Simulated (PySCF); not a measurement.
# C2H5N (N-methylmethanimine): the cost of one run

Computed with PySCF 2.14.0, with density-fitted response routines of our own, on a single molecule, in the gas phase or a continuum. Atoms are numbered from 0 throughout.

## 1. The molecule as given

8 atoms, charge 0, multiplicity 1; geometry from: GFN2-xTB. The atoms were then displaced at random by about 0.01 Å, so the start is not that level's minimum.

Bonds of the start (Å): C0–N1 1.27, N1–C2 1.44, C0–H3 1.07, C0–H4 1.11, C2–H5 1.11, C2–H6 1.07, C2–H7 1.07.

## 2. Optimising the geometry at PBE0-D3(BJ)/def2-SVP

What the job is given:

```
{"job": {"xc": "PBE0", "basis": "def2-SVP", "d3": "d3bj", "grid": 1, "shake": 0.01, "kind": "geom"}, "charge": 0, "multiplicity": 1}
C      1.263440    -0.202760     0.368330
N      0.125890    -0.718510     0.167450
C     -1.008250     0.065010    -0.256800
H      2.101620    -0.795520     0.676600
H      1.443740     0.886850     0.225430
H     -0.765120     1.139830    -0.378090
H     -1.343850    -0.346670    -1.189250
H     -1.762350    -0.047360     0.489340
```

Launch:

```sh
OMP_NUM_THREADS=1 python probes_run.py task.json out
```

One launch serves the whole session: the jobs run in the order shown.

**Question.** How long does this first job take on 1 thread of AMD EPYC 9R45, shared host, and how much memory does it need?

About 5.1 s, with a peak of 0.3 GiB.
